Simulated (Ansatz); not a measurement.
H3OSi, SMILES O[SiH2], a relaxed scan of one distance

Program: Ansatz 0.2.0, Python API.

The script reads `h3osi.xyz`:
```text
5

O     0.55731   -0.43376    0.79846
Si    0.00193    0.34195   -0.53394
H     0.72569   -1.37066    0.81480
H    -1.24482   -0.25358   -1.00076
H    -0.04011    1.71604   -0.07856
```

Typed at the interpreter:
```pycon
>>> import ansatz as az
>>> import numpy as np
>>> BASIS = "def2-SVP"
>>> XC = "B3LYP"
>>> system = az.Crystal.molecule_from_extxyz("h3osi.xyz")
>>> job = system.calculation().basis(gaussian=BASIS).functional(XC).spin("collinear", total=1)
>>> symbols = [site.symbol for site in system.cartesian_sites]
>>> pairs = [(0, 1), (0, 2), (1, 3), (1, 4)]
>>> print("held (A)   E (eV)        ", "  ".join(f"{symbols[i]}{i}-{symbols[j]}{j}" for i, j in pairs))
held (A)   E (eV)         O0-Si1  O0-H2  Si1-H3  Si1-H4
>>> for length in [1.51, 1.64, 1.77, 1.97, 2.21]:
...     report = job.relax(constraints=[az.DistanceConstraint((0, 1), at=length)], force_tolerance=0.02, max_steps=60).run().report
...     xyz = np.array(report["positions_ang"])
...     print(f"{length:6.2f} {report['free_energy_ev']:14.5f}  ", "  ".join(f"{np.linalg.norm(xyz[i] - xyz[j]):.3f}" for i, j in pairs))
...
DeckWarning: relax.constraints: the input's atoms, or those drawn, lie off the distances that are held; a relaxation that starts there is brought onto them ahead of its first SCF, by positions alone, [...]
  1.51    -9968.76241   1.510  0.960  1.511  1.498
  1.64    -9969.25918   1.640  0.964  1.507  1.495
  1.77    -9969.17541   1.770  0.967  1.504  1.493
  1.97    -9968.53631   1.970  0.970  1.502  1.492
  2.21    -9967.54207   2.210  0.972  1.502  1.493
```

Total energies depend on the basis set; only differences at equal settings carry meaning. Warnings are shown shortened and without file and line. The energies are electronic: no zero-point or thermal terms, and the basis set is short of its limit. The run takes the species as open-shell (spin multiplicity 2), which needn't be its ground state. b3lyp holds the VWN-RPA fit, as in Gaussian; the form of ORCA and Turbomole is b3lyp5. Finished in 47 s on 1 thread of Arm Neoverse V1, with other jobs on the host, peak memory 0.19 GiB.
